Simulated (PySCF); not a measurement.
## Computed and published core binding energies of `FS(F)(F)F`

Measured values to reproduce (core binding energies): S 1s of S2 2486.90 eV [1]. Sources and the comparison follow the method.

SF4.
Cartesian coordinates in Å at the PBE0-D3(BJ)/def2-SVP level; atoms count from 1:
```xyz
5
SF4 angstrom
F     -0.0449    1.3169   -0.0745
S     -0.2902   -0.2097    0.2543
F     -1.2616   -0.2652   -1.0878
F      0.8364   -0.0534    1.4613
F      0.8352   -0.8990   -0.6154
```

Theory: PySCF, delta-SCF UKS SCAN, pcX-2 on the ionised atom, pcseg-1 elsewhere, spin-free X2C. Binding energies are ΔSCF values: E(core-ionised, relaxed orbitals) − E(ground state) at a fixed geometry, referred to the vacuum level.

| atom | environment | level | this calculation (eV) | reference (eV) | difference (eV) | source |
| --- | --- | --- | --- | --- | --- | --- |
| S2 | sulfur bonded to 4 F | S 1s | 2486.38 | 2486.90 | -0.52 | [1] |

[1] measured, gas; Cunha, Hait, Kang, Mao, Head-Gordon, J. Phys. Chem. Lett. 2022, 13, 3438 (arXiv:2111.08405)

Problem. How far is it from the measured entries?

Solution. The one measured value differs by -0.52 eV, too little evidence for a typical error. The calculation is vertical and has no vibrational structure, and measured positions depend on the energy calibration.

Problem. What does the calculation give for the levels without a reference value here?

Solution. F1/F5 F 1s 694.87 eV; F3/F4 F 1s 692.80 eV.

The listed F 1s values span 2.07 eV, from F3/F4 (bonded to S) to F1/F5 (bonded to S). Summing the Pauling electronegativity differences to the bonded atoms, each weighted by its formal bond order, gives -1.40 for the lowest site and -1.40 for the highest; the sum is the same at every site.

The first atom of each set that the bonding makes equivalent was ionised and stands for the set. Not every level is listed. Isolated species at its PBE0-D3(BJ)/def2-SVP geometry, gas phase.

Hardware: one thread, Arm Neoverse N1 (aarch64), shared host with 64 logical CPUs at a one-minute load of 55. Cost: 24 s, 0.48 GiB resident at most.
